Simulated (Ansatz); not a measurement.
How the cohesive energy of black phosphorus moves with the method

No measured value is used here.

| level (code) | value (eV/atom) | cell (Å³/atom) |
|---|---|---|
| LDA (Ansatz) | 4.41 | 17.31 |
| PBE (Ansatz) | [?] | 21.35 |
| PBE0 (Ansatz) | 3.32 | 20.64 |

Some entries are withheld; supply them.


- PBE (Ansatz, a first-principles code), value (eV/atom): 3.48

LDA, PBE, PBE0: the cell comes from a level without a dispersion term, which matters for the spacing of layers, chains or molecules. Each level is taken at its own relaxed cell. Cutoffs and k meshes differ between the levels. Ansatz's density-functional and Hartree–Fock values are scalar-relativistic unless marked +SOC, with PAW data made under PBE.
